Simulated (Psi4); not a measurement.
# C3H5F (SMILES C=CCF): OMP2/def2-SVP (density fitting for correlation)

What is the vertical singlet–triplet gap of C3H5F at OMP2/def2-SVP (density fitting for correlation)? 

Program for the calculation: Psi4 1.11.

**1. The structure to begin with**

C3H5F has 9 atoms, charge 0, and is taken as a singlet. SMILES: `C=CCF`. Geometry: relaxed at PBE0-D4/def2-TZVP. This is one conformer, not always the lowest.

Bond lengths: C1–C2 1.324 Å, C2–C3 1.486 Å, C3–F4 1.387 Å, C1–H5 1.084 Å, C1–H6 1.086 Å, C2–H7 1.087 Å, C3–H8 1.096 Å, C3–H9 1.094 Å. Some angles: C1–C2–C3 123.6°, C2–C3–F4 110.3°, C1–C2–H7 120.6°, C3–C2–H7 115.9°, C2–C1–H5 121.7°, C2–C1–H6 121.3°, C2–C3–H8 111.1°, C2–C3–H9 111.2°, F4–C3–H8 106.9°, F4–C3–H9 108.2°.

**2. The energy at OMP2/def2-SVP (density fitting for correlation)**

The input, job.json:

```json
{
  "schema_name": "qcschema_input",
  "schema_version": 1,
  "molecule": {
    "schema_name": "qcschema_molecule",
    "schema_version": 2,
    "symbols": ["C", "C", "C", "F", "H", "H", "H", "H", "H"],
    "geometry": [-1.0922617, 2.12121757, -1.14895348, 0.66612846, 0.40704701, -0.66782921, 0.37889009, -1.61155844, 1.26328191, 0.8135271, -3.96502335, 0.19331898, -0.79840929, 3.60786512, -2.52599691, -2.89449351, 2.1051549, -0.1683746, 2.45626602, 0.43595982, -1.67524221, 1.75706735, -1.38101185, 2.79150343, -1.52463104, -1.61061358, 2.06868319],
    "molecular_charge": 0,
    "molecular_multiplicity": 1,
    "fix_symmetry": "c1",
    "fix_com": true,
    "fix_orientation": true
  },
  "driver": "energy",
  "model": {
    "method": "omp2",
    "basis": "def2-SVP"
  },
  "keywords": {
    "puream": true,
    "e_convergence": 1e-09,
    "d_convergence": 1e-08,
    "scf_type": "pk",
    "num_frozen_docc": 4
  }
}
```

Command:

```console
$ psi4 --qcschema job.json -n 1 --memory 1600MB
```

stdout:

```text
[...]
  Running in c1 symmetry.
[...]
  Nuclear repulsion =  114.580608380919884
[...]
  Multiplicity = 1
[...]
  Nalpha       = 16
  Nbeta        = 16
[...]
    Number of basis functions: 81
[...]
   @RHF iter   1:  -215.68054943549760   -6.97006e-01   4.27826e-03 DIIS/ADIIS
[...]
   @RHF iter  12:  -215.75517606253354   -3.18323e-12   4.39090e-09 DIIS
[...]
    Orbital Energies [Eh]
    ---------------------
    Doubly Occupied:
       1A    -26.259840     2A    -11.315739     3A    -11.247006
       4A    -11.244912     5A     -1.555110     6A     -1.072591
       7A     -0.930508     8A     -0.783196     9A     -0.704968
      10A     -0.685754    11A     -0.670842    12A     -0.618756
      13A     -0.572301    14A     -0.523301    15A     -0.501482
      16A     -0.387823
[...]
  @RHF Final Energy:  -215.75517606253354
   => Energetics <=
    Nuclear Repulsion Energy =            114.5806083809198839
    One-Electron Energy =                -522.5233104322463760
    Two-Electron Energy =                 192.1875259887929417
    Total Energy =                       -215.7551760625335362
[...]
 Multipole Moments:
 ------------------------------------------------------------------------------------
     Multipole            Electronic (a.u.)      Nuclear  (a.u.)        Total (a.u.)
 ------------------------------------------------------------------------------------
 L = 1.  Multiply by 2.5417464519 to convert [e a0] to [Debye]
 Dipole X            :         -6.1667360            6.0340845           -0.1326515
 Dipole Y            :         27.8190133          -27.0276189            0.7913944
 Dipole Z            :          1.3855751           -1.0905610            0.2950141
 Magnitude           :                                                    0.8549473
[...]
	Warning: cc_lambda option is changed to TRUE
	For this residual convergence, default PCG convergence is:     1.00e-07
[...]
	DF-MP2 Total Energy (a.u.)         :  -216.34311204311700
[...]
	DF-MP2 Total Energy (a.u.)         :  -216.34893549922074
[...]
	DF-OMP2 Total Energy (a.u.)        :  -216.34893549922268
[...]
```

The result, in JSON:

```text
{
 "driver": "energy",
 "model": {
  "method": "omp2",
  "basis": "def2-SVP"
 },
 "success": true,
 "return_result": -216.34893549922268,
 "properties": {
  "calcinfo_nbasis": 81,
  "calcinfo_nmo": 81,
  "calcinfo_nalpha": 16,
  "calcinfo_nbeta": 16,
  "calcinfo_natom": 9,
  "nuclear_repulsion_energy": 114.58060838091988,
  "return_energy": -216.34893549922268,
  "scf_one_electron_energy": -522.5233104322464,
  "scf_two_electron_energy": 192.18752598879294,
  "scf_dipole_moment": [-0.13265145595659078, 0.7913944498512215, 0.295014146226233],
  "scf_total_energy": -215.75517606253354,
  "scf_iterations": 12,
  "mp2_singles_energy": 0.0,
  "mp2_doubles_energy": -0.5879359805834675,
  "mp2_correlation_energy": -0.5879359805834667,
  "mp2_total_energy": -216.343112043117
 }
}
```

Wall time 12 s (1 thread of Intel Xeon Platinum 8488C (Sapphire Rapids), shared host); peak memory 0.27 GiB.

**3. The triplet, same level**

The input, c3h5f.xyz:

```xyz
9
C3H5F
C     -0.578000     1.122500    -0.608000
C      0.352500     0.215400    -0.353400
C      0.200500    -0.852800     0.668500
F      0.430500    -2.098200     0.102300
H     -0.422500     1.909200    -1.336700
H     -1.531700     1.114000    -0.089100
H      1.299800     0.230700    -0.886500
H      0.929800    -0.730800     1.477200
H     -0.806800    -0.852300     1.094700
```

The input, run_ase.py:

```python
import numpy as np
from ase.calculators.psi4 import Psi4
from ase.io import read

a = read('c3h5f.xyz')
calc = Psi4(atoms=a, method='omp2', basis='def2-SVP', memory='1600MB', num_threads=1, charge=0, multiplicity=3, label='psi4-calc', reference='uhf')
calc.psi4.set_options({'puream': True, 'e_convergence': 1e-09, 'd_convergence': 1e-08, 'scf_type': 'pk', 'num_frozen_docc': 4, 'maxiter': 200})
a.calc = calc

print(f'energy: {a.get_potential_energy():.6f} eV')
```

Command:

```console
$ python run_ase.py
```

psi4-calc.dat:

```text
[...]
  Running in c1 symmetry.
[...]
  Nuclear repulsion =  114.580608246719862
[...]
  Multiplicity = 3
[...]
  Nalpha       = 17
  Nbeta        = 15
[...]
    Number of basis functions: 81
[...]
   @UHF iter   1:  -215.42255591793312   -4.39012e-01   5.22727e-03 DIIS/ADIIS
[...]
   @UHF iter  16:  -215.62584971255922   -2.35900e-12   4.94978e-09 DIIS
[...]
   @S^2 Observed:                2.019473962E+00
[...]
    Orbital Energies [Eh]
    ---------------------
    Alpha Occupied:
       1A    -26.256437     2A    -11.312014     3A    -11.238595
       4A    -11.235768     5A     -1.554664     6A     -1.118723
       7A     -0.946265     8A     -0.806435     9A     -0.708485
      10A     -0.694821    11A     -0.674368    12A     -0.626815
      13A     -0.576070    14A     -0.551894    15A     -0.508533
      16A     -0.500256    17A     -0.253340
    Alpha Virtual:
      18A      0.190659    19A      0.204337    20A      0.220742
      21A      0.263260    22A      0.277489    23A      0.325876
      24A      0.411205    25A      0.495841    26A      0.548636
[...]
  @UHF Final Energy:  -215.62584971255922
   => Energetics <=
    Nuclear Repulsion Energy =            114.5806082467198621
    One-Electron Energy =                -522.4019676632601659
    Two-Electron Energy =                 192.1955097039810880
    Total Energy =                       -215.6258497125592157
  UHF NO Occupations:
  HONO-2 :   15  A 1.9958707
  HONO-1 :   16  A 1.0000000
[...]
 Multipole Moments:
 ------------------------------------------------------------------------------------
     Multipole            Electronic (a.u.)      Nuclear  (a.u.)        Total (a.u.)
 ------------------------------------------------------------------------------------
 L = 1.  Multiply by 2.5417464519 to convert [e a0] to [Debye]
 Dipole X            :          1.2506613           -1.3622171           -0.1115558
 Dipole Y            :         -4.7610050            5.5635044            0.8024993
 Dipole Z            :          0.0514809            0.2285317            0.2800127
 Magnitude           :                                                    0.8572380
[...]
	Warning: cc_lambda option is changed to TRUE
	For this residual convergence, default PCG convergence is:     1.00e-07
[...]
	DF-SCS-MP2 Total Energy (a.u.)     :  -216.16244103918493
	DF-SOS-MP2 Total Energy (a.u.)     :  -216.15909537266165
[...]
	DF-SCS-OMP2 Total Energy (a.u.)    :  -216.16684570809571
	DF-SOS-OMP2 Total Energy (a.u.)    :  -216.12123497418739
	DF-SCS(N)-OMP2 Total Energy (a.u.) :  -215.86052160414627
[...]
	DF-OMP2 Total Energy (a.u.)        :  -216.17447750168213
[...]
```

Standard output:

```text
energy: -5882.407156 eV
```

It took 31 s on 1 thread of Intel Xeon Platinum 8488C (Sapphire Rapids), shared host; peak memory 0.28 GiB.

**4. Summary of results**

At OMP2/def2-SVP (density fitting for correlation), 4 core orbitals frozen:

```
                                                           quantity          value
                                              singlet: total energy  -216.34894 Eh
                       singlet: HOMO energy (Hartree–Fock orbitals)      -10.55 eV
                       singlet: LUMO energy (Hartree–Fock orbitals)        4.10 eV
                     singlet: HOMO–LUMO gap (Hartree–Fock orbitals)       14.66 eV
               singlet: correlation energy (4 core orbitals frozen)     -593.8 mEh
                                              triplet: total energy  -216.17448 Eh
triplet: HOMO energy (Hartree–Fock orbitals) (highest over α and β)       -6.89 eV
 triplet: LUMO energy (Hartree–Fock orbitals) (lowest over α and β)        0.89 eV
               triplet: correlation energy (4 core orbitals frozen)     -548.6 mEh
                         triplet: ⟨S²⟩ of the reference determinant          2.019
                   vertical energy of the triplet above the singlet       4.747 eV
```

At this shape the triplet lies 4.75 eV (458 kJ/mol) above the singlet.
